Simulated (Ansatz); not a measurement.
One change: `C=CCl` becomes `C=CF`.

Ansatz, PBE0-D4/def2-TZVP geometries, multiplicity 1. 

| property | `C=CCl` |
| --- | --- |
| LUMO energy (PBE0/def2-TZVPP) / eV | -0.26 |
| zero-point energy (PBE0-D4/def2-TZVP) / kJ/mol | 112.4 |
| HOMO–LUMO gap (B3LYP/def2-TZVPP) / eV | 6.83 |
| ideal-gas entropy at 298 K and 1 bar (rigid rotor, harmonic PBE0-D4/def2-TZVP) / J/(mol·K) | 263 |
| HOMO energy (PBE0/def2-TZVPP) / eV | -7.57 |
| LUMO energy (PBE/def2-TZVPP) / eV | -1.27 |

**Question.** Give the same properties after the change, and the shifts. (Estimate.)

**Answer.** Computed: 
| property | `C=CF` | shift |
| --- | --- | --- |
| LUMO energy (PBE0/def2-TZVPP) / eV | 0.26 | 0.52 |
| zero-point energy (PBE0-D4/def2-TZVP) / kJ/mol | 116.0 | 3.6 |
| HOMO–LUMO gap (B3LYP/def2-TZVPP) / eV | 7.50 | 0.67 |
| ideal-gas entropy at 298 K and 1 bar (rigid rotor, harmonic PBE0-D4/def2-TZVP) / J/(mol·K) | 252 | -11 |
| HOMO energy (PBE0/def2-TZVPP) / eV | -7.75 | -0.18 |
| LUMO energy (PBE/def2-TZVPP) / eV | -0.79 | 0.48 |

With PBE0 the HOMO falls by 0.18 eV and the LUMO rises by 0.52 eV, so the gap widens by about 0.70 eV. PBE moves the HOMO by -0.10 eV and ωB97M-V by -0.28 eV.

B3LYP here is the variant with VWN-RPA as its local correlation; programs differ in this.
